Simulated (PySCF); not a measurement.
Species: PH3.
SMILES: `P`

Linear response at PBE0/aug-cc-pVTZ (PySCF, frozen core in the response, non-relativistic). Geometry: PBE0-D3(BJ)/def2-TZVP; no solvent, vibrations or thermal averaging.

Static isotropic polarisability: 30.80 au (4.56 Å³), principal values 30.3, 30.3, 31.9 au.

Task: What is the polarisability at 1064 nm and at the sodium D line?

Result: 31.16 au at 1064 nm (+1.2 %), 32.05 au at 589.3 nm (+4.1 %). The rise at 589.3 nm is 3.40 times that at 1064 nm; a pure ω² law gives 3.26. The lowest singlet lies at 189 nm, shorter than both wavelengths.

Task: What is the isotropic C6 coefficient between two such molecules, C6 = (3/π)∫α(iω)² dω?

Result: 310.6 au (Eh·bohr⁶) by a ten-point quadrature over imaginary frequencies, which is 186 eV·Å⁶ or 17.9 J·nm⁶/mol.

Task: Which effective excitation energy ω̄ makes London's formula C6 = (3/4)α²ω̄ exact here?

Result: ω̄ = 4·C6/(3α²) = 0.437 Eh = 11.9 eV. A one-pole form α(ω) = α/(1 − ω²/ω̄²) fitted to the 1064 nm value gives 10.7 eV.

Task: What molar refraction at the D line follows from R = (4π/3)·N_A·α′, with α′ the polarisability volume?

Result: α′ = 4.75 Å³ gives R = 11.98 cm³/mol, for isolated, non-vibrating species.

Task: The lowest 10 singlets have (eV, f): 6.57, 0.119; 7.18, 0.073; 7.18, 0.073; 7.80, 0.002; 7.80, 0.002; 8.26, 0.007; 9.14, 0.000; 9.33, 0.038; 9.33, 0.038; 9.45, 0.118. What share of the static polarisability do they carry in the sum over states α = Σ f/ω²?

Result: 5.88 au, 19.1 % of α; the largest term, 2.04 au, is that of the state at 6.57 eV. Their oscillator strengths add up to 0.47. Higher states carry the rest.

Task: What does −C6/R⁶ come to at R = 10 Å between centres?

Result: -18 J/mol. This is the leading, orientation-averaged term; C8 and higher terms are left out.

The run took 1.5 s wall on one thread, Intel Xeon 6975P-C (x86_64) (shared host), and the process peaked at 0.36 GiB of memory. This is the whole response run at PBE0/aug-cc-pVTZ, SCF included.
